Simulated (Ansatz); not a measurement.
Input file:

```yaml
crystal:
  periodic: [false, false, false]
  atoms:
    - {symbol: C, position_ang: [0.000000, 0.000000, 1.537200]}
    - {symbol: P, position_ang: [0.000000, 0.000000, -0.058500]}
    - {symbol: H, position_ang: [0.000000, 0.000000, -1.478700]}
basis:
  gaussian: {orbitals: 6-31G}
magnetization: {spin_polarized: false}
hamiltonian: {pseudopotentials: {relativity: none}}
correlation: {method: ccsdt_q_b, electrons: outside_noble_gas}
symmetry: c1
```

```sh
$ ansatz run in.yaml --threads 1 --pin off --events-out ev --progress --plain --max-ram 2393MiB
```

Task: One thing in this input was set wrong on purpose, beside settings that are merely unusual. What is the gravest fault, and what does the program do?

Result: Unknown input key. How the run ends: refused.
```
Error: YAML parse error: error: line 12 column 1: unknown field `symmetry`, expected one of crystal, accuracy, basis, kpoints, hamiltonian, magnetization, projection, total_charge, correlation, batch, efield, external_charges, scf, relax, neb, saddle, md, ramp, phonons, dielectric, real_time, elastic, magnetic_configurations, gw, evaluate, workflow, output, checkpoint, execution
  --> <input>:12:1
   |
10 | hamiltonian: {pseudopotentials: {relativity: none}}
11 | correlation: {method: ccsdt_q_b, electrons: outside_noble_gas}
12 | symmetry: c1
   | ^ unknown field `symmetry`, expected one of crystal, accuracy, basis, kpoints, hamiltonian, magnetization, projection, total_charge, correlation, batch, efield, external_charges, scf, relax, neb, saddle, md, ramp, phonons, dielectric, real_time, elastic, magnetic_configurations, gw, evaluate, workflow, output, checkpoint, execution
```
